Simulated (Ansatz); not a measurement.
Ansatz (a program for electronic structure) input (B3LYP/6-31G*):

Ansatz 0.2 input:
```yaml
crystal:
  periodic: [false, false, false]
  atoms:
    - {symbol: O, position_ang: [-0.05390688, 0.04536319, -1.63858339]}
    - {symbol: C, position_ang: [0.01667079, -0.00918320, -0.40246015]}
    - {symbol: S, position_ang: [-0.01856351, 0.00671507, 1.10690685]}
    - {symbol: H, position_ang: [0.62824640, -0.41524744, -2.18708161]}
basis:
  gaussian:
    orbitals: 6-31G*
hamiltonian:
  xc: {name: B3LYP}
total_charge: 1
phonons: {temperatures: {t_min: 298.15, t_max: 298.15, t_step: 100}}
```

Which harmonic wavenumbers does it give?

422, 457, 916, 1026, 1929, 3521 cm⁻¹ (unscaled; negative means imaginary).
